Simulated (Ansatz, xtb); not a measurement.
System: C2H6N (charge 0, doublet). It need not be the lowest isomer of its formula. SMILES: [CH](C)N
Coordinates optimised at B3LYP-D3(BJ)/def2-TZVP (Ansatz, a program for electronic structure):
```
C
H 1 1.0829
N 1 1.3979 2 114.75
H 3 1.0094 1 115.11 2 -39.55
H 3 1.0112 4 111.01 1 132.42
C 1 1.4864 2 119.59 3 148.01
H 6 1.0903 1 110.78 2 37.82
H 6 1.0964 7 107.50 1 -121.96
H 6 1.1019 7 107.53 8 -114.43
```
Charge 0, spin multiplicity 2.

Harmonic wavenumbers from GFN2-xTB (xtb, at its own minimum), cm⁻¹: 130, 291, 385, 552, 788, 964, 979, 1030, 1180, 1251, 1370, 1408, 1477, 1490, 1510, 2851, 2989, 3019, 3090, 3388, 3447.

### Question
Give the harmonic wavenumbers at B3LYP-D3(BJ)/def2-TZVP (Ansatz, finite differences of forces, unscaled).

### Answer
190, 331, 395, 579, 700, 931, 995, 1029, 1199, 1281, 1401, 1444, 1470, 1491, 1648, 2931, 3007, 3096, 3168, 3510, 3612 cm⁻¹. Zero-point energy 49.2 kcal/mol.

### Question
From these and the geometry, give the ideal-gas thermochemistry at 298.15 K and 1 atm (rigid rotor, harmonic oscillator).

### Answer
Point group C1, rotational symmetry number 1. Rotational constants 42.5, 9.126, 7.978 GHz. S(trans) 37.28, S(rot) 22.17, S(vib) 5.70, S(elec, spin only) 1.38, S 66.5 cal/(mol K). H(298) - H(0) 3.46 kcal/mol; G - E(el) 32.8 kcal/mol.
